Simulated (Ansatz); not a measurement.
## Zinc-blende CdSe: LO phonon frequency at L by level of theory

No measured value is used here.

Put these levels in order of the LO phonon frequency at L that they give for zinc-blende CdSe, smallest first: LDA (Ansatz, a quantum-chemistry and plane-wave program), PBE (Ansatz), r²SCAN (Ansatz).

PBE (173 cm⁻¹), r²SCAN (184 cm⁻¹), LDA (192 cm⁻¹)

Unless a cell is named, each level is at its own relaxed cell (LDA 27.10, PBE 29.73, r²SCAN 28.84 Å³/atom).

Each level is taken at its own relaxed cell. Cutoffs and k meshes differ between the levels. Ansatz's density-functional and Hartree–Fock values are scalar-relativistic unless marked +SOC, with PAW data made under PBE.
